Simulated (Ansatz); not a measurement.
# CH5NSi: how energies converge with the basis set

One table from this session's results is given with a row withheld; the runs are named, their logs left out.

Method: one geometry, several basis sets; program: Ansatz 0.2.0, Gaussian basis.

The runs, in order: PBE0-D4/def2-SVP; ωB97M-V/def2-SVP; PBE0-D4/def2-QZVPP; ωB97M-V/def2-QZVPP; the functionals' def2-TZVPP values are taken from earlier runs.

## The relaxed structure

The geometry comes from an earlier relaxation with PBE0-D4 in a triple-zeta def2 set; it is a stationary point, not always the lowest conformer.

SMILES `C1N[SiH2]1`, 8 atoms, charge 0, spin multiplicity 1.

Atoms are counted from 1 here; the program's logs count them from 0.

Bond lengths: C1–N2 1.494 Å, C1–Si3 1.829 Å, C1–H4 1.087 Å, C1–H5 1.090 Å, N2–Si3 1.724 Å, N2–H6 1.009 Å, Si3–H7 1.481 Å, Si3–H8 1.478 Å. Angles: N2–C1–Si3 61.5°, N2–C1–H4 114.1°, N2–C1–H5 117.2°, Si3–C1–H4 123.6°, Si3–C1–H5 117.4°, H4–C1–H5 113.0°, C1–N2–Si3 68.8°, C1–N2–H6 116.0°, Si3–N2–H6 124.6°, C1–Si3–N2 49.6°, C1–Si3–H7 117.8°, C1–Si3–H8 124.7°, N2–Si3–H7 120.5°, N2–Si3–H8 116.7°, H7–Si3–H8 113.1°.

The first run:

Contents of in.yaml:

```yaml
crystal:
  periodic: [false, false, false]
  atoms:
    - {symbol: C, position_ang: [-0.618133, 0.324524, -0.625261]}
    - {symbol: N, position_ang: [-0.313857, 0.577719, 0.815229]}
    - {symbol: Si, position_ang: [0.569076, -0.779196, 0.221784]}
    - {symbol: H, position_ang: [-1.653817, 0.058637, -0.819449]}
    - {symbol: H, position_ang: [-0.215815, 1.030645, -1.350992]}
    - {symbol: H, position_ang: [0.092544, 1.476125, 1.029444]}
    - {symbol: H, position_ang: [2.003297, -0.648989, -0.125075]}
    - {symbol: H, position_ang: [0.228904, -2.096663, 0.798418]}
basis:
  gaussian: {orbitals: def2-SVP}
hamiltonian: {xc: pbe0, dispersion: d4}
output: {orbitals: {seedname: orbitals}}
```

Started as:

```sh
$ ansatz run in.yaml --threads 2 --pin off --events-out ev --progress --plain --max-ram 4352MiB
```

Steps of the session up to this table: PBE0-D4 in def2-SVP; ωB97M-V in def2-SVP; PBE0-D4 in def2-QZVPP; ωB97M-V in def2-QZVPP.

One table of the session follows, with a row left open; its other results are not shown here.

```
functional       basis  HOMO (eV)  LUMO (eV)
   PBE0-D4    def2-SVP          ?          ?
   PBE0-D4  def2-TZVPP      -6.79      -0.11
   PBE0-D4  def2-QZVPP      -6.82      -0.25
   ωB97M-V    def2-SVP      -8.91       2.30
   ωB97M-V  def2-TZVPP      -9.05       1.57
   ωB97M-V  def2-QZVPP      -9.08       1.24
```

Q: Estimate the row for PBE0-D4, def2-SVP from the others.

As computed: HOMO (eV): -6.65; LUMO (eV): 0.37. In the column «HOMO (eV)» it is the highest.
